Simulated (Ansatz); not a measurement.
C4H7N can be A, `C1=NCCC1`, or B, `CCCC#N`.

Program: Ansatz. Geometries: PBE0-D4/def2-TZVP. ΔE: electronic, gas phase. CBS: MP2 limit from def2 TZ/QZ plus the TZ coupled-cluster correction, frozen cores. DFT in def2-TZVPP. B3LYP here is the variant with VWN-RPA as its local correlation; programs differ in this. One conformer a species, not always the lowest.

A:

```xyz
12

C    -0.197   -0.287    1.351
N     0.829   -0.908    0.949
C     0.991   -0.664   -0.482
C     0.033    0.481   -0.853
C    -0.952    0.504    0.320
H    -0.515   -0.361    2.390
H     2.037   -0.437   -0.700
H     0.755   -1.594   -1.011
H    -0.453    0.331   -1.818
H     0.578    1.426   -0.903
H    -1.207    1.509    0.666
H    -1.899    0.000    0.091
```

B:

```xyz
12

C    -1.5699   -0.0156   -0.3372
C    -0.1151    0.4056   -0.4272
C     0.7596   -0.3818    0.5489
C     2.1597    0.0029    0.4818
N     3.2616    0.3228    0.4121
H    -2.1849    0.5521   -1.0376
H    -1.9700    0.1505    0.6667
H    -1.6914   -1.0764   -0.5725
H     0.2624    0.2559   -1.4422
H    -0.0137    1.4728   -0.2131
H     0.4125   -0.2340    1.5764
H     0.6890   -1.4548    0.3439
```

(1) Which is lower in electronic energy at CCSD(T)/CBS, and by how much? (Best estimate.)

(2) Give E(B) − E(A) in kJ/mol with HF/def2-TZVPP, r2SCAN-D4, PBE0-D4, ωB97M-V, B3LYP, CCSD/def2-TZVPP, BLYP-D4. (Estimate.)

(3) Does the order hold for the free energy at 298.15 K (harmonic terms from PBE0-D4)? (Estimate.)

Largest T1 diagnostic: 0.011.

Answers

(1) The calculation gave: B, by 30.9 kJ/mol.

(2) The calculation gave: HF/def2-TZVPP -53.4, r2SCAN-D4 -21.1, PBE0-D4 -9.1, ωB97M-V -26.8, B3LYP -37.6, CCSD/def2-TZVPP -37.1, BLYP-D4 -37.4. None reverses the order clearly.

(3) Computed: Yes: G(B) − G(A) = -42.0 kJ/mol, for one conformer each.

Leaving LDA and LC-ωPBE aside and taking each functional with its dispersion term where it has one, the values, not all of them listed here, spread over 32.5 kJ/mol, from B2PLYP to HSE06-D4. LDA lies +35.4 kJ/mol from PBE without D4. From BLYP to BHLYP (50 % exact exchange), in def2-TZVPP and without D4, E(B) − E(A) moves by +13.1 kJ/mol.
